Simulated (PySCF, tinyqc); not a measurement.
Worked calculation: CIS and TDHF on RHF in the sto-6g basis, for CH2, spin multiplicity 1. The lowest restricted solution is unstable here: a spin-polarised one lies 0.0222 hartree lower (PySCF). One step of it, computed by the program tinyqc.

Task: CIS singlet states. Diagonalise A (1 hartree = 27.211386 eV); each vector has its largest component positive (the first on a tie). The transition dipole is mu = sqrt2 sum c_ia <i|r|a>.

CIS matrix A, singlet (hartree), lower triangle:
```
           1>5        1>6        1>7        2>5       2>6        2>7       3>5       3>6
1>5  10.582679
1>6   0.000000  11.028382
1>7   0.000000   0.000000  11.012835
2>5   0.057171   0.000000   0.000000   0.634270
2>6   0.000000   0.017081   0.000000   0.000000  0.916086
2>7   0.000000   0.000000   0.037619   0.000000  0.000000   0.899184
3>5   0.000000   0.000000   0.000000   0.000000  0.000000   0.000000  0.249479
3>6   0.000000   0.000000  -0.002369   0.000000  0.000000  -0.012102  0.000000  0.602017
3>7   0.000000  -0.018157   0.000000   0.000000  0.046218   0.000000  0.000000  0.000000
4>5  -0.030771   0.000000   0.000000  -0.020790  0.000000   0.000000  0.000000  0.000000
4>6   0.000000  -0.020520   0.000000   0.000000  0.057523   0.000000  0.000000  0.000000
4>7   0.000000   0.000000  -0.029500   0.000000  0.000000  -0.002401  0.000000  0.044802

          3>7       4>5       4>6       4>7
3>7  0.726306
4>5  0.000000  0.070020
4>6  0.080484  0.000000  0.444463
4>7  0.000000  0.000000  0.000000  0.461363
```

dipole integrals <i|r|a> (bohr):
```
             x          y          z
1>5   0.087444   0.000000   0.000000
1>6   0.000000   0.000000   0.060604
1>7   0.000000   0.077725   0.000000
2>5   0.753979   0.000000   0.000000
2>6   0.000000   0.000000  -0.181882
2>7   0.000000  -0.230603   0.000000
3>5   0.000000   0.000000   0.000000
3>6   0.000000  -1.087066   0.000000
3>7   0.000000   0.000000  -0.831524
4>5  -0.316366   0.000000   0.000000
4>6   0.000000   0.000000  -0.526402
4>7   0.000000  -0.876733   0.000000
```

Give: singlet excitation energies; lowest vectors; oscillator strengths 2/3 w |mu|^2.

Result:

singlet excitation energies (eV): 1.8824  6.7887  11.4053  12.1969  16.7224  17.2709  19.8453  24.4787  25.5329  287.9808  299.6806  300.1003

lowest vectors:
```
     state 1  state 2  state 3  state 4  state 5  state 6
1>5   0.0027   0.0000   0.0000   0.0000   0.0000  -0.0059
1>6   0.0000   0.0000   0.0016   0.0000   0.0000   0.0000
1>7   0.0000   0.0000   0.0000   0.0026   0.0009   0.0000
2>5   0.0365   0.0000   0.0000   0.0000   0.0000   0.9993
2>6   0.0000   0.0000  -0.0897   0.0000   0.0000   0.0000
2>7   0.0000   0.0000   0.0000  -0.0026   0.0430   0.0000
3>5   0.0000   1.0000   0.0000   0.0000   0.0000   0.0000
3>6   0.0000   0.0000   0.0000  -0.2798   0.9591   0.0000
3>7   0.0000   0.0000  -0.2397   0.0000   0.0000   0.0000
4>5   0.9993   0.0000   0.0000   0.0000   0.0000  -0.0365
4>6   0.0000   0.0000   0.9667   0.0000   0.0000   0.0000
4>7   0.0000   0.0000   0.0000   0.9600   0.2797   0.0000
```

oscillator strengths 2/3 w |mu|^2: 0.0077  0.0000  0.0480  0.1721  1.3799  0.4946
